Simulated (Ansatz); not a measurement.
## [Br···H···Br], doublet in cc-pVTZ: errors against UCCSDT(Q)

Geometry: a point of a hydrogen-transfer path between rigid fragments, not a stationary point.

```xyz
3

Br    0.0000    0.0000   -1.6357
H     0.0000    0.0000   -0.1477
Br    0.0000    0.0000    1.7833
```

Basis cc-pVTZ; Ansatz 0.2.0. Correlated methods freeze the noble-gas cores and the filled d shells of p-block atoms, which leaves 15 electrons in 72 orbitals. Prefix R: restricted or restricted open-shell reference; prefix U: unrestricted. Active spaces: valence = (15e, 9o) chosen from the atoms' valence shells; pair = (3e, 3o) about the gap. No spin–orbit coupling is included, and no scalar relativity.

Full CI isn't at hand for all of this; UCCSDT(Q) serves as the reference, and is uncertain by about the last step of the cluster series. The frozen core follows each run's orbitals, which can shift R against U totals by a few meV for light atoms and by up to 0.1 eV past Ca.

```
UHF ⟨S²⟩                          : 0.774
T1 diagnostic (RCCSD)             : 0.0171
largest doubles amplitude (RCCSD) : 0.050
T1 diagnostic (UCCSD)             : 0.0109
```

```
   level  E − E(UCCSDT(Q)) (kJ/mol)  share of correlation (%)  wall time
     UHF                      972.1                      1.69          –
    UMP2                      135.5                     86.29          –
   UCCSD                       37.4                     96.22          –
UCCSD(T)                        4.2                     99.58       31 s
  UCCSDT                        1.3                     99.87          –
```

The correlation energy at UCCSDT(Q), counted from RHF, is -10.249 eV. That run took 25 s on 2 threads of AMD EPYC 7R13 with a shared H100 80 GB, shared host.

Run but not shown, since their state or frozen core can't be matched to the reference's or they repeat it: RHF, RMP2, RCCSD, RCCSD(T), BCCD(T), RCCSDT, RCCSDT(Q), CASSCF (pair space), NEVPT2 (pair space), MRCISD (pair space), MRCISD+Q (pair space), CASSCF (valence space), NEVPT2 (valence space), MRCISD (valence space), MRCISD+Q (valence space).

Times hold each run's SCF and search for its determinant on a shared host, so for small cases they say little of a method's own cost; they ran on 1 thread of AMD EPYC 7R13.

Natural occupations of CASSCF (valence space) about the gap: 1.999 1.999 1.999 1.965 1.002 0.037; effectively unpaired electrons, Σ n²(2−n)², 1.01.
